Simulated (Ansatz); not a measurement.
# CH5Al: the cost of one run

Program: the Python package of Ansatz 0.2.0. Level of theory: BLYP+D4/6-31G*. These are calculated values, not measurements.

**1. The structure**

Bond lengths: C1–Al2 1.998 Å, C1–H3 1.111 Å, C1–H4 1.119 Å, C1–H5 1.068 Å, Al2–H6 1.601 Å, Al2–H7 1.625 Å. Angles: C1–Al2–H6 118.3°, C1–Al2–H7 116.2°, H6–Al2–H7 113.4°, Al2–C1–H3 109.8°, Al2–C1–H4 104.8°, Al2–C1–H5 111.8°, H3–C1–H4 107.3°, H3–C1–H5 115.2°, H4–C1–H5 107.2°.

The script holds or builds the structure itself.

**2. The code**

Contents of md_ch5al.py:

```python
"""A short Born-Oppenheimer trajectory of CH5Al."""

import ansatz as az
import numpy as np

SETTINGS = {
    "basis": "6-31G*",
    "functional": "BLYP",
    "dispersion": "d4",
    "n_steps": 30,
    "temperature_k": 300,
}

geometry = (
    az.Crystal.molecule()
    .atom("C", [-0.4531, -0.719, -0.3743])
    .atom("Al", [0.4216, 0.9566, 0.2747])
    .atom("H", [-1.0483, -1.1737, 0.4458])
    .atom("H", [-1.1733, -0.3788, -1.16])
    .atom("H", [0.2448, -1.374, -0.8474])
    .atom("H", [0.0906, 1.459, 1.7588])
    .atom("H", [1.9789, 1.1619, -0.1433])
)

model = geometry.calculation()
model = model.basis(gaussian=SETTINGS["basis"])
model = model.functional(SETTINGS["functional"], dispersion=SETTINGS["dispersion"])
symbols = [site.symbol for site in geometry.cartesian_sites]
start = np.array([site.position_ang for site in geometry.cartesian_sites], dtype=float)
report = model.relax(force_tolerance=0.02, max_steps=100).run(threads=1, backend="cpu").report
end = np.array(report["positions_ang"])
minimum = az.Crystal.molecule()
for symbol, place in zip(symbols, end):
    minimum = minimum.atom(symbol, place.tolist())

# dynamics from the relaxed geometry
model = (
    minimum.calculation()
    .basis(gaussian=SETTINGS["basis"])
    .functional(SETTINGS["functional"], dispersion=SETTINGS["dispersion"])
    .md("nve", timestep=0.25, steps=SETTINGS["n_steps"], temperature=SETTINGS["temperature_k"], initial_velocities="maxwell_boltzmann", seed=54)
)
frames = []
res = model.session().plan().execute(on_event=lambda e: frames.append(e["data"]) if e["event"] == "md_step" else None)
print("t (fs)   E_pot (eV)      E_kin (eV)   T (K)   d(0-1) (A)")
for f in frames[::3]:
    xyz = np.array(f["positions_ang"])
    print(f"{f['time_fs']:6.2f} {f['lagrangian_ev']:14.5f} {f['e_kin_ev']:10.5f} {f['temperature_k']:8.1f} {np.linalg.norm(xyz[0] - xyz[1]):9.4f}")
kept = np.array([f["conserved_ev"] for f in frames])
print(f"conserved energy moves by at most {1000 * np.ptp(kept):.3f} meV")
```

**3. The calls as engine input**

The engine receives this input (first run):

```yaml
crystal:
  periodic: [false, false, false]
  atoms:
    - { symbol: C, position_ang: [-0.4531, -0.719, -0.3743] }
    - { symbol: Al, position_ang: [0.4216, 0.9566, 0.2747] }
    - { symbol: H, position_ang: [-1.0483, -1.1737, 0.4458] }
    - { symbol: H, position_ang: [-1.1733, -0.3788, -1.16] }
    - { symbol: H, position_ang: [0.2448, -1.374, -0.8474] }
    - { symbol: H, position_ang: [0.0906, 1.459, 1.7588] }
    - { symbol: H, position_ang: [1.9789, 1.1619, -0.1433] }
basis:
  gaussian:
    orbitals: "6-31G*"
hamiltonian:
  xc: blyp
  dispersion: d4
relax:
  f_tol: 0.02
  max_steps: 100
```

**4. Launch**

Started as:

```bash
python md_ch5al.py
```

Q: Estimate wall time and peak memory on 1 thread of AMD EPYC 9R14 (Zen 4), shared host.

About 26 s, with a peak of 0.18 GiB.
